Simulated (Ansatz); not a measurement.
Mulliken charges of CF₃S (`FC(F)(F)[S]`) radical from ωB97M-V/def2-TZVPP in Ansatz (PBE0-D4/def2-TZVP geometry).

```
atom   x (Å)   y (Å)   z (Å)  charge (e)
  F1   0.248   0.105   1.332      -0.144
  C2   0.017  -0.077   0.034       0.398
  F3  -1.219  -0.558  -0.109      -0.146
  F4   0.878  -0.999  -0.391      -0.144
  S5   0.126   1.455  -0.907       0.035
```

Task: By hand: the dipole of these point charges (1 e Å = 4.8032 D).

Result: Σ q r = (0.027, 0.230, -0.138) e Å, of length 0.270 e Å = 1.30 D.

Task: How does the dipole of the full density compare? (An estimate is asked.)

Result: The calculation gave: (0.019, 0.167, -0.100) e Å, 0.94 D; the point charges give 1.38 times that, at 0° from its direction.

Point charges leave out the atoms' own dipoles, such as those of lone pairs, and Mulliken's split depends on the basis, so the two needn't agree.
